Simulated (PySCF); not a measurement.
# 29Si chemical shifts

[PySCF: geometry: GFN2-xTB; shielding tensors at PBE0/pcSseg-1 (GIAO); single conformer; non-relativistic Hamiltonian; isolated molecule; equivalent nuclei averaged]

Shieldings were converted by a linear fit to measured shifts: 29Si (scatter 8.9 ppm rms, 25.8 ppm with the 6 outliers that the fit left out vs TMS, solution or neat liquid). A few per cent of atoms miss by over 2 rms, more outside the fitted compound classes.

**Question.** Give the 29Si shifts of `C=C=C([SiH3])[Si@@H](Cl)CC`, `CC1=C[SiH2][C@@H]1[SiH2]CCl`, `ClC[SiH2][C@@H]1C=C[SiH2]C1`.

**Answer.** 
```
                                                    compound                                            environment  δ (ppm)
[CH2:1]=[C:2]=[C:3]([SiH3:4])[Si@@H:5]([Cl:6])[CH2:7][CH3:8]                      Si5: silicon bonded to 2 C, Cl, H     -5.8
[CH2:1]=[C:2]=[C:3]([SiH3:4])[Si@@H:5]([Cl:6])[CH2:7][CH3:8]                          Si4: silicon bonded to C, 3 H    -62.7
  [CH3:1][C:2]1=[CH:3][SiH2:4][C@@H:5]1[SiH2:6][CH2:7][Cl:8]                        Si6: silicon bonded to 2 C, 2 H    -34.2
  [CH3:1][C:2]1=[CH:3][SiH2:4][C@@H:5]1[SiH2:6][CH2:7][Cl:8]  Si4: silicon bonded to 2 C, 2 H, in a 4-membered ring    -48.8
 [Cl:1][CH2:2][SiH2:3][C@@H:4]1[CH:5]=[CH:6][SiH2:7][CH2:8]1  Si7: silicon bonded to 2 C, 2 H, in a 5-membered ring    -32.4
 [Cl:1][CH2:2][SiH2:3][C@@H:4]1[CH:5]=[CH:6][SiH2:7][CH2:8]1                        Si3: silicon bonded to 2 C, 2 H    -35.4
```

**Question.** Order these by 29Si shift, lowest first.
A. C=C([SiH2]OC(C)=S)C1CC1
B. C=C[Si]1(SCC(C)=O)CC1
C. Cl[Si]Cl

**Answer.** B (-79.6 ppm, silicon bonded to 3 C, S, in a 3-membered ring), A (-40.1 ppm, silicon bonded to C, O, 2 H), C (232.6 ppm, silicon bonded to 2 Cl).
